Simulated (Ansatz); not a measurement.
## BH5Si, SMILES B[SiH3]: a relaxed scan of one distance

Program: the Python package of Ansatz (0.2.0).

Script `relaxed_scan.py`:
```python
# -*- coding: utf-8 -*-
"""Relaxed scan of one distance in BH5Si."""

from dataclasses import dataclass
import warnings

import ansatz as az
import numpy as np


@dataclass(frozen=True)
class Options:
    basis: str = "def2-SVP"
    xc: str = "pbe"
    vdw: str = "d4"


opts = Options()

GEOMETRY = """
B    -0.02820   -1.18070    0.20880
Si    0.03620    0.76760   -0.14220
H    -1.16610   -1.65330    0.27630
H     0.98310   -1.76580    0.30610
H    -0.62210    1.07520   -1.43320
H    -0.62200    1.51780    0.94790
H     1.48030    1.17120   -0.20950
"""


def main():
    warnings.simplefilter("ignore", az.DeckWarning)

    system = az.Crystal.molecule()
    for line in GEOMETRY.strip().splitlines():
        symbol, *xyz = line.split()
        system = system.atom(symbol, [float(v) for v in xyz])

    setup = system.calculation().basis(gaussian=opts.basis).functional(opts.xc, dispersion=opts.vdw)
    symbols = [site.symbol for site in system.cartesian_sites]
    pairs = [(0, 1), (0, 2), (0, 3), (1, 4), (1, 5), (1, 6)]
    print("held (A)   E (eV)        ", "  ".join(f"{symbols[i]}{i}-{symbols[j]}{j}" for i, j in pairs))
    for length in [1.36, 1.48, 1.6, 1.77, 2.0]:
        data = setup.relax(constraints=[az.DistanceConstraint((1, 5), at=length)], force_tolerance=0.02, max_steps=60).run().report
        xyz = np.array(data["positions_ang"])
        print(f"{length:6.2f} {data['free_energy_ev']:14.5f}  ", "  ".join(f"{np.linalg.norm(xyz[i] - xyz[j]):.3f}" for i, j in pairs))


if __name__ == "__main__":
    main()
```

```console
$ python relaxed_scan.py
held (A)   E (eV)         B0-Si1  B0-H2  B0-H3  Si1-H4  Si1-H5  Si1-H6
  1.36    -8624.92388   2.014  1.217  1.217  1.518  1.360  1.508
  1.48    -8625.13504   2.017  1.217  1.216  1.513  1.480  1.506
  1.60    -8625.09822   2.009  1.217  1.217  1.506  1.600  1.506
  1.77    -8624.80480   1.996  1.216  1.216  1.504  1.770  1.504
  2.00    -8625.05808   1.925  1.216  1.216  1.511  2.000  1.511
```

Caveats:
- Total energies depend on the basis set; only differences at equal settings carry meaning.
- The energies are electronic: no zero-point or thermal terms, and the basis set is short of its limit.
- The script silences the warnings on its input, which a real study should read.
- It ran for 48 s on 1 thread of Arm Neoverse V2, on a shared host, peak memory 0.18 GiB.
